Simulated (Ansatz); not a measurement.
C2H4FN, SMILES `C/N=C\F`. Charge 0, multiplicity 1. All single points use the PBE0-D4/def2-TZVP geometry.

```xyz
8

C    -0.697    0.775   -0.013
N     0.542    0.242    0.498
C     0.967   -0.865    0.139
F     0.357   -1.685   -0.741
H    -1.198    0.137   -0.745
H    -1.370    0.952    0.829
H    -0.494    1.749   -0.465
H     1.893   -1.305    0.497
```

Problem. What is the dipole moment at PBE/def2-TZVPP? (An estimate is asked.)

Solution. Computed: 0.32 D, with components (-0.28, 0.02, -0.16) D in this frame, pointing from negative to positive charge.

Problem. And with r2SCAN, B3LYP, ωB97M-V? (Best estimate.)

Solution. Ansatz gave: r2SCAN 0.30 D, B3LYP 0.27 D, ωB97M-V 0.26 D.

Problem. Give the Mulliken charges with PBE, r2SCAN, ωB97M-V in def2-TZVPP. (Best estimate.)

Solution. The calculation gave: 
| atom | PBE | r2SCAN | ωB97M-V |
| --- | --- | --- | --- |
| C1 | -0.15 | -0.01 | -0.20 |
| N2 | -0.18 | -0.27 | -0.22 |
| C3 | 0.09 | 0.20 | 0.15 |
| F4 | -0.16 | -0.20 | -0.20 |
| H5 | 0.08 | 0.06 | 0.11 |
| H6 | 0.11 | 0.06 | 0.12 |
| H7 | 0.11 | 0.06 | 0.12 |
| H8 | 0.11 | 0.10 | 0.12 |

B3LYP here is the variant with VWN-RPA as its local correlation; programs differ in this.
